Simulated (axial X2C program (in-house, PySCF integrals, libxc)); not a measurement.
# Worked dissociation energy of PN⁻: r2SCAN0, 2c

Computed with an axial X2C code built on PySCF integrals. Two-component (2c) means X2C with spin–orbit coupling and atomic mean-field two-electron Coulomb and Gaunt terms. Basis: P dyall-av3z [9s8p3d2f], N dyall-av3z [7s7p3d2f] (cores contracted in-house); Gaussian nuclei, density fitting, unrestricted open shells. Masses: P 30.974 u, N 14.003 u.

Molecular state: Ω = 1/2 (⟨Sz⟩ = -0.50, ⟨Lz⟩ = 1.00 at r2SCAN0).

```
E(P-) (2M_J = 2) : -342.048470 hartree
E(N) (2M_J = 3)  : -54.610751 hartree
E(PN⁻) at Re     : -396.839147 hartree
ωe               : 1194.1 cm⁻¹
ωexe             : 6.56 cm⁻¹
```

Task: Work out De and D0.

Result: De = -342.048470 + (-54.610751) − (-396.839147) = 0.17993 hartree = 4.896 eV. The zero-point energy is ωe/2 − ωexe/4 = 595 cm⁻¹ = 0.074 eV, so D0 = 4.822 eV.

One determinant describes the state; a PBE0 search over occupations chose it and may have missed a lower one. Dissociation energies refer to the lowest single-determinant-based atoms at the same level and basis. Density functionals use the spin component along the axis (collinear). The highest occupied level is positive at some bond lengths even in Hartree–Fock (under at least one Hamiltonian), so the basis set holds the extra electron there; where that holds at Re the anion is at best weakly bound and its constants depend on the basis. In 2c an atomic determinant is not the ground J level, so De misses part of the atomic spin–orbit lowering. This holds for r2SCAN0. The functionals have no current-density term, which raises determinants with orbital currents, atoms included. The determinant is spin-polarised beyond a pure state at some levels (its spin-free form has ⟨S²⟩ too high), which makes Re and μ there less reliable.

Each atomic determinant is the lowest at this level and need not be a pure J level. Totals compare only within one Hamiltonian and basis.
